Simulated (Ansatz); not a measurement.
Geometry optimisation, RKS PBE0-D4/cc-pVDZ in Ansatz.

The input (input.yaml):

```yaml
crystal:
  periodic: [false, false, false]
  atoms:
    - { symbol: Al, position_ang: [0.0, 0.0, 0.0] }
    - { symbol: "N", position_ang: [0.0, 0.0, 2.27] }
    - { symbol: H, position_ang: [-0.877, -0.2713, 2.8] }
    - { symbol: H, position_ang: [0.877, 0.2713, 2.8] }
    - { symbol: H, position_ang: [1.351, 0.0, -0.78] }
    - { symbol: H, position_ang: [-1.351, 0.0, -0.78] }
    - { symbol: O, position_ang: [-0.2602, 1.9567, 0.6559] }
    - { symbol: H, position_ang: [-1.1988, 2.262, 0.4419] }
    - { symbol: H, position_ang: [-0.1672, 1.2578, 1.8121] }
basis:
  gaussian: { orbitals: cc-pVDZ }
hamiltonian:
  xc: pbe0
  dispersion: d4
relax:
  f_tol: 0.15
  max_steps: 25
  restrain:
    - { distance: [0, 6], at: 2.98, k: 30.0 }
    - { distance: [8, 1], at: 2.26, k: 30.0 }
    - { distance: [0, 1], at: 1.92, k: 30.0 }
    - { distance: [8, 6], at: 1.01, k: 30.0 }
```

Run as:

```bash
$ ansatz run input.yaml --threads 1 --pin off --max-ram 2048MiB --backend cpu --events-out ev --progress --plain --runs-dir out
```

Task: Where does it end, and by what steps?

Result: It converged. The restraints hold the end off the free minimum. After 6 steps the energy has fallen by 0.726 eV (the restraints' own energy left out); H9 moved furthest, 0.79 Å. Parted: Al1–O7 (2.08 → 2.96 Å). Joined: O7–H9 (1.35 → 0.99 Å).

```csv
step,energy less start (eV),largest force component (eV/Å),accepted
0,0.0000,2.770,yes
1,0.3556,2.364,yes
2,0.2148,2.098,yes
3,-0.1385,1.820,yes
4,-0.5413,1.095,yes
5,-0.5958,1.882,yes
6,-0.7255,1.400,yes
```

```xyz
9
Properties=species:S:1:pos:R:3
Al 0.066 -0.263 0.139
N 0.039 -0.186 2.017
H -0.781 -0.374 2.581
H 0.868 -0.206 2.598
H 1.505 -0.252 -0.524
H -1.329 -0.454 -0.594
O -0.381 2.598 0.772
H -1.341 2.615 0.676
H -0.271 1.999 1.554
```

Time of the run: 21 s on 1 thread of Arm Neoverse V1, with other jobs on the host, peak memory 0.14 GiB.
